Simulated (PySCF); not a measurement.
# Computed and reference excited states of `F[C]F` [singlet]

Published values to compare with (the computed states carry no symmetry labels, so the two lists aren't matched line by line):

```tsv
state	E (eV)	f	kind of transition	source
3B1(σ→π*)	2.77		vertical absorption	[1]
1B1(σ→π*)	5.09	0.034	vertical absorption	[1]
```

[1] computed, theoretical best estimate (aug-cc-pVTZ, frozen core, CC3 geometry), gas; Veril, Scemama, Caffarel, Lipparini, Boggio-Pasqua, Jacquemin, Loos, WIREs Comput. Mol. Sci. 2021, 11, e1517 (QUESTDB)

Species: CF2 (singlet state).
SMILES: `F[C]F`

Theory: TDDFT CAM-B3LYP/def2-SVPD, vertical, gas phase, core orbitals frozen in the response (PySCF). Isolated species at its GFN2-xTB geometry, gas phase.

Computed singlets: 4.63 eV (f 0.030); 8.34 eV (f 0.000); 9.44 eV (f 0.007); 9.78 eV (f 0.007); 10.55 eV (f 0.210); 10.62 eV (f 0.252); 10.66 eV (f 0.085); 11.04 eV (f 0.019). Computed triplets (Tamm–Dancoff): 2.29, 8.04, 8.41 eV.

How does the lowest computed triplet compare with the best estimate listed for the lowest triplet (vertical absorption)?

2.29 eV against 2.77 eV for 3B1(σ→π*) [1]: a difference of -0.48 eV. Geometry and basis of the two calculations needn't be the same.
